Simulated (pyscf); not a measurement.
A first-order saddle from PySCF, ωB97X-D3(BJ)/def2-SVP:

```xyz
6

O     -2.1340    -0.0484     0.8910
B     -1.0903    -0.7381     0.6932
O     -0.0526    -1.0317     0.0292
H     -1.8315     0.5646    -0.1350
F     -1.1124     0.7722    -1.0849
H     -0.3772    -0.1223    -0.7370
```

Surface: singlet, charge 0. Lowest wavenumbers (cm⁻¹): 1821i, 498, 512, 550, 682.

Q: What reaction is this the transition state of?

A: O=B–OH + HF ⇌ O=B–OH + HF, a concerted two-bond exchange read from left to right: H–O, F–H broken and H–O, F–H formed. At CCSD(T)/def2-TZVPP + ΔMP2(QZVPP) it lies +1.05 eV from the left side and +1.05 eV from the right (each side as separated species at their lowest minima found). On the reactant side the descent ends in a bound adduct, 0.39 eV under the separated species and 1.29 eV under the saddle at ωB97X-D3(BJ)/def2-TZVP. On the product side the descent ends in a bound adduct, 0.39 eV under the separated species and 1.28 eV under the saddle at ωB97X-D3(BJ)/def2-TZVP. At ωB97X-D3(BJ) the barrier from the zero used here is 0.89 eV. The same reactants have a lower exit, to HO–B(OH)–F (barrier +0.15 eV at ωB97M-D3(BJ), against +0.87 eV here). One saddle was located; it need not be the lowest between these sides. The CCSD(T) − MP2 part came from Ansatz, without density fitting, on the same reference.
